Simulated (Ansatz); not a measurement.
AlClFH, SMILES [F][AlH][Cl], an active-space calculation

Program: the Ansatz DFT code, driven from Python.

Run as a notebook:

**Cell 1**
```python
import ansatz as az
from ase import Atoms
```

**Cell 2**
```python
atoms = Atoms(["F", "Al", "Cl", "H"], positions=[
    [0.5602, -1.1262, 1.3972],
    [0.1061, 0.043, 0.0386],
    [-1.7483, -0.2761, -1.1792],
    [1.1375, 1.299, -0.277],
])
mol = az.Crystal.molecule_from_ase(atoms)
```

**Cell 3**
```python
calculation = (
    mol.calculation()
    .basis(gaussian="6-31G*")
    .correlation(active_electrons=4, active_orbitals=4)
)
for method in [None, "sc_nevpt2"]:
    rep = (calculation if method is None else calculation.correlation(method)).run(threads=1).report
    space = rep["configurations"]
    state = space["states"][0]
    print(method or "casscf", f"total {rep['free_energy_ev'] / 27.211386246:.6f} Ha, active-space state {state['energy']['hartree']:.6f} Ha, mean field {rep['reference_energy_ev'] / 27.211386246:.6f} Ha")
    print("  determinants", state["n_determinants"], " natural occupations", [round(n, 3) for n in space["natural_occupations"]])
print("effectively unpaired electrons, sum of min(n, 2 - n):", round(sum(min(n, 2 - n) for n in space["natural_occupations"]), 3))
```
Output:
```text
casscf total -801.574284 Ha, active-space state -801.574284 Ha, mean field -801.520755 Ha
  determinants 36  natural occupations [1.983, 1.977, 0.023, 0.017]
Warning: the results are in doubt because another end's mean lies 0.501 eV lower, and its corrected mean 0.337 eV higher
RunWarning: the results are in doubt because another end's mean lies 0.501 eV lower, and its corrected mean 0.337 eV higher
sc_nevpt2 total -801.880682 Ha, active-space state -801.555876 Ha, mean field -801.520755 Ha
  determinants 36  natural occupations [1.981, 1.971, 0.032, 0.016]
effectively unpaired electrons, sum of min(n, 2 - n): 0.095
```

Reading the output:
- Total energies depend on the basis set; only differences at equal settings carry meaning.
- Warnings are shown shortened and without file and line.
- The geometry is a force-field or estimated start, not a minimum of this method, and the basis set is short of its limit. The active space starts as a window about the frontier orbitals and is then optimised, not chosen by chemistry.
- A lower CASSCF solution was found and passed over, so the printed active-space state isn't the lowest.
- The whole script took 19 s on 1 thread of Intel(R) Xeon(R) Platinum 8259CL CPU @ 2.50GHz (Skylake/Cascade Lake), on a shared host, peak memory 0.19 GiB.

(Lines on the test bed's own set-up are left out of the output.)
